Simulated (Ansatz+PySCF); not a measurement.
Two shapes of singlet H4O2.

Shape 1:

```xyz
6

O    -1.4561   -0.1570    0.0000
H    -1.9051    0.6936    0.0000
H    -0.5160    0.0878    0.0000
O     1.3735    0.1618    0.0000
H     1.5409   -0.4099   -0.7584
H     1.5409   -0.4099    0.7584
```

Shape 2:

```xyz
6

O    -1.5726   -0.1696    0.0000
H    -2.0575    0.7491    0.0000
H    -0.5573    0.0949    0.0000
O     1.4834    0.1748    0.0000
H     1.6641   -0.4427   -0.8191
H     1.6641   -0.4427    0.8191
```

Basis set: def2-SVP (spherical functions). Frozen core: 2 orbitals. Charge 0, multiplicity 1.

Computed with Ansatz (development build ahead of 0.2.0); each method stands on the lowest determinant of its kind that the runs found.

(1) Which shape is lower in energy, and by how much in each method?

## Answers

(1)

```json
{"method": "RHF", "E(2) − E(1) (eV)": "0.840"}
{"method": "RHF-MP2", "E(2) − E(1) (eV)": "0.555"}
{"method": "RHF-CCSD", "E(2) − E(1) (eV)": "0.553"}
{"method": "UHF-CCSD", "E(2) − E(1) (eV)": "0.553"}
{"method": "UHF-CCSD(T)", "E(2) − E(1) (eV)": "0.533"}
```

Shape 1 is lower.
